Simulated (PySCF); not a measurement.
Species: C3H3FO2.
SMILES: `O=C1C[C@@H](F)O1`

Theory: MP2 and CCSD/aug-cc-pVDZ in PySCF, restricted Hartree–Fock reference, 6 core orbitals frozen, non-relativistic, gas phase, PBE0-D3(BJ)/def2-SVP geometry.

E(HF) = -364.55181 Eh.

Q: How large is the problem?

A: 165 basis functions and 46 electrons; 6 orbitals frozen, which leaves o = 17 correlated occupied and v = 142 virtual orbitals. That is o·v = 2414 singles and o·v(o·v + 1)/2 = 2914905 distinct closed-shell doubles amplitudes before symmetry; the costliest CCSD step grows as o²v⁴ = 1.2 × 10^11.

Q: What are the MP2 and CCSD correlation energies?

A: MP2 -0.9916 Eh and CCSD -1.0146 Eh, which gives totals of -365.54343 and -365.56642 Eh. That is 0.812 eV for each correlated electron at CCSD (2664 kJ/mol in all, 0.278 % of the total energy); MP2 gives 97.7 % of the CCSD value.

Q: What is the T1 diagnostic?

A: 0.0159, below the customary warning level of 0.02. It is the norm of the spatial-orbital singles amplitudes over the root of the number of correlated electrons, so the norm is 0.093.

Q: How does correlation change the dipole moment?

A: HF gives 4.05 D and CCSD (unrelaxed density) 3.51 D, a change of -0.54 D.

Connected triples and the basis-set limit are missing.

The job also held the EOM ionisation roots. Hardware: one thread of an Arm Neoverse V2 (shared host). Cost: 9.3 min wall, 2.9 GiB resident at most.
